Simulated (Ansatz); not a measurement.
# C2H6N+: one structure at several levels

The task here is to estimate one member of a computed series from the others.

Computed with Ansatz 0.2.0, Gaussian basis. Level: single points in def2-TZVPP.

Correlated methods freeze the cores.

**The starting structure**

SMILES `C=C[NH3+]`, 9 atoms, charge 1, spin multiplicity 1.

Atoms are counted from 1 here; the program's logs count them from 0.

Bond lengths: C1–C2 1.337 Å, C1–H4 1.016 Å, C1–H5 1.120 Å, C2–N3 1.467 Å, C2–H6 1.015 Å, N3–H7 1.140 Å, N3–H8 1.066 Å, N3–H9 0.946 Å. Angles: C2–C1–H4 126.0°, C2–C1–H5 118.0°, H4–C1–H5 115.6°, C1–C2–N3 117.5°, C1–C2–H6 123.6°, N3–C2–H6 118.9°, C2–N3–H7 109.3°, C2–N3–H8 113.0°, C2–N3–H9 104.4°, H7–N3–H8 106.2°, H7–N3–H9 109.2°, H8–N3–H9 114.7°.

Coordinates:

```xyz
9
C2H6N
C    -0.8074    0.8590   -0.5847
C     0.3416    0.4363   -0.0472
N     0.3546   -0.8977    0.5638
H    -1.6799    0.3400   -0.6114
H    -0.7931    1.8130   -1.1716
H     1.1959    0.9849   -0.0453
H     1.3989   -1.1168    0.9665
H     0.1335   -1.6760   -0.1297
H    -0.2501   -0.8309    1.2882
```

Set-up of the first run:

Contents of run/in.yaml:

```yaml
crystal:
  periodic: [false, false, false]
  atoms:
    - {symbol: C, position_ang: [-0.807400, 0.859000, -0.584700]}
    - {symbol: C, position_ang: [0.341600, 0.436300, -0.047200]}
    - {symbol: N, position_ang: [0.354600, -0.897700, 0.563800]}
    - {symbol: H, position_ang: [-1.679900, 0.340000, -0.611400]}
    - {symbol: H, position_ang: [-0.793100, 1.813000, -1.171600]}
    - {symbol: H, position_ang: [1.195900, 0.984900, -0.045300]}
    - {symbol: H, position_ang: [1.398900, -1.116800, 0.966500]}
    - {symbol: H, position_ang: [0.133500, -1.676000, -0.129700]}
    - {symbol: H, position_ang: [-0.250100, -0.830900, 1.288200]}
basis:
  gaussian: {orbitals: def2-TZVPP}
total_charge: 1
correlation: {method: ccsd_t}
output: {forces: true}
```

No record of the launch command was kept for these runs.

Steps of the session up to this table: CCSD(T)/def2-TZVPP; PBE0-D4/def2-TZVPP; wB97M-V/def2-TZVPP; r2SCAN-D4/def2-TZVPP; PBE-D4/def2-TZVPP; HSE06-D4/def2-TZVPP; SPW92/def2-TZVPP.

One of the session's tables, all rows but one given; the rest of the session is left out.

| method | RMS force component (eV/Å) | angle to CCSD(T) forces (°) |
| --- | --- | --- |
| CCSD(T) | 2.106 | reference |
| PBE0-D4 | ? | ? |
| wB97M-V | 2.176 | 5.8 |
| r2SCAN-D4 | 2.158 | 5.0 |
| PBE-D4 | 2.154 | 5.3 |
| HSE06-D4 | 2.196 | 5.9 |
| SPW92 | 2.250 | 10.7 |

Estimate the missing values for PBE0-D4.

**Answer.** RMS force component (eV/Å): 2.197; angle to CCSD(T) forces (°): 5.9. In the column «RMS force component (eV/Å)» it lies between HSE06-D4 (2.196) and SPW92 (2.250).
